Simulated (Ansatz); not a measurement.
Worked example: Ga$_{2}$PH⁺, quartet against Ga2PH, triplet

Geometry (PBE0/def2-TZVP stationary point of a triplet), kept for both states (Ga2PH, triplet: B2; Ga2PH⁺, quartet: A2):

```xyz
4

Ga    0.0000   -0.3606    1.3636
P     0.0000    1.5274    0.0000
Ga    0.0000   -0.3606   -1.3636
H     0.0000    2.9550    0.0000
```

Basis cc-pVDZ; Ansatz 0.2.0. Only valence electrons are correlated (noble-gas cores and the filled d shells of p-block atoms frozen). R marks a restricted (for open shells ROHF) determinant, U an unrestricted one. No spin–orbit coupling is included, and no scalar relativity.

Full CI isn't at hand for all of this; UCCSDT(Q) serves as the reference, and is uncertain by the last step of the cluster series or more.

| level | E(Ga2PH, triplet) (hartree) | E(Ga2PH⁺, quartet) (hartree) |
| --- | --- | --- |
| UHF | -4187.716253 | -4187.458935 |
| UMP2 | -4187.926574 | -4187.628742 |
| UCCSD(T) | -4187.973047 | -4187.675984 |
| PBE | -4190.827973 | -4190.522623 |
| wB97M-V | -4191.327701 | -4191.024842 |
| UCCSDT(Q) | -4187.976082 | -4187.678457 |

**Question.** Give the vertical gap, Ga2PH⁺ quartet less Ga2PH triplet, at each level in eV (1 hartree = 27.2114 eV), and each error against UCCSDT(Q).

**Answer.** UCCSDT(Q): (-4187.678457 − (-4187.976082)) × 27.2114 = 8.099 eV (the reference)
wB97M-V: (-4191.024842 − (-4191.327701)) × 27.2114 = 8.241 eV, error 0.142 eV
PBE: (-4190.522623 − (-4190.827973)) × 27.2114 = 8.309 eV, error 0.210 eV
UCCSD(T): (-4187.675984 − (-4187.973047)) × 27.2114 = 8.084 eV, error -0.015 eV
UMP2: (-4187.628742 − (-4187.926574)) × 27.2114 = 8.104 eV, error 0.005 eV
UHF: (-4187.458935 − (-4187.716253)) × 27.2114 = 7.002 eV, error -1.097 eV

Total energies of functionals can't be set beside those of wave-function methods, since they hold the core's correlation and their own absolute errors; only the differences compare.

In so small a basis the reference is far from its limit while semilocal and hybrid functionals are nearer theirs, so the functionals' errors here hold much of the reference's basis and frozen-core error, which can add to them or hide them.

Each level lands on the state that its own search finds. T1 diagnostics of restricted CCSD: 0.030 and 0.035.
